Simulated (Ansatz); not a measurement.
Reaction (SMILES): N#P (N-P) + 3 [H][H] (H2) → N (NH3) + P (PH3)
B3LYP-D3(BJ)/def2-TZVP geometries, fixed; electronic energies without zero-point terms.
Largest species:
```
N
H 1 1.0136
H 1 1.0136 2 107.33
H 1 1.0136 2 107.33 3 -115.09
```

Basis-set convergence of the energy of full hydrogenation at CCSD(T) with Ansatz (a quantum-chemistry and plane-wave program). All functions are spherical. Cores are frozen. A restricted Hartree-Fock determinant is unstable towards unrestricted orbitals. No added dispersion term, no relativity. Functions are those of the species that has most. Reference: Hartree-Fock in aug-cc-pV(Q+d)Z plus the correlation part extrapolated as X^-3 from aug-cc-pV(T+d)Z and aug-cc-pV(Q+d)Z, -66.41 kcal/mol, itself unsure by roughly 0.24 kcal/mol (a third of the extrapolation step and of the last Hartree-Fock step). Deviations are taken from unrounded values.

| basis | functions |
|---|---|
| pcseg-1 | 33 |
| aug-pcseg-1 | 54 |
| pcseg-2 | 76 |
| aug-pcseg-2 | 119 |
| pcseg-3 | 163 |
| aug-pcseg-3 | 236 |

Task: Which is the smallest pcseg set listed that can be trusted to 2 kcal/mol here, that is, within that of the reference together with its larger relatives (same family, alike in diffuse functions; a set with none to test it counts only in the reference's own line)?

Result: The smallest set listed that lies within 2 kcal/mol of the reference with all its larger relatives (same family, alike in diffuse functions; a set with none counts only in the reference's own line) is pcseg-2 (76 functions, 1.18 kcal/mol off). Value minus reference: pcseg-1 9.13, aug-pcseg-1 4.43, pcseg-2 1.18, aug-pcseg-2 1.40, pcseg-3 0.60, aug-pcseg-3 0.62 kcal/mol.
